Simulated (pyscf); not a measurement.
Single points on ωB97X-D3(BJ)/def2-SVP structures (PySCF, gas phase).

Q: What is the homolytic dissociation enthalpy (298 K, ωB97M-D3(BJ)/def2-TZVP) of the N–Nb bond of `[NH2][Nb]([OH])([Cl])([Cl])[Cl]`, to NH₂• + [HO–Nb(Cl)(Cl)–Cl]•?

A: N–Nb to NH₂• + [HO–Nb(Cl)(Cl)–Cl]•: 2.87 eV. The 7 functionals that were run give +2.87 (ωB97M-D3(BJ)) to +3.18 eV (PBE). The radicals are drawn with the spin at the cut bond; how far it spreads was not checked. Other isomers of [HO–Nb(Cl)(Cl)–Cl]• were not searched in full and may lie lower. Open-shell species with a d-block atom are single-reference here; other states, and whether the spin sits on metal or ligand, were not checked. Elements past Kr carry the def2 core potentials, without spin-orbit coupling.
